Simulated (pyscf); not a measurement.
This saddle point was located with ωB97X-D3(BJ)/def2-SVP in PySCF.

```xyz
7

C      0.5367    -0.3189     0.1667
C     -0.2828     0.9274     0.1768
H     -0.4799     1.4445    -0.7653
H      0.9262    -0.6942    -0.7826
H      0.4787    -1.0029     1.0168
H      0.9755     0.8599     0.4781
H     -0.9275     1.1357     1.0340
```
Charge 0, spin multiplicity 2.

Surface: doublet, charge 0. Lowest wavenumbers (cm⁻¹): 1960i, 531, 753, 754, 784.

Task: Name the species on either side of this saddle.

Result: •H₂C–CH₃ (SMILES [CH2]C) ⇌ •H₂C–CH₃ (SMILES [CH2]C), a hydrogen shift read from left to right: C–H broken and C–H formed. At CCSD(T)/def2-TZVPP + ΔMP2(QZVPP) it lies +177.9 kJ/mol from the left side and +177.9 kJ/mol from the right (each side as separated species at their lowest minima found). This is the saddle that the search found; another between the same sides may lie lower. The CCSD(T) − MP2 part came from Ansatz, without density fitting, on the same reference.
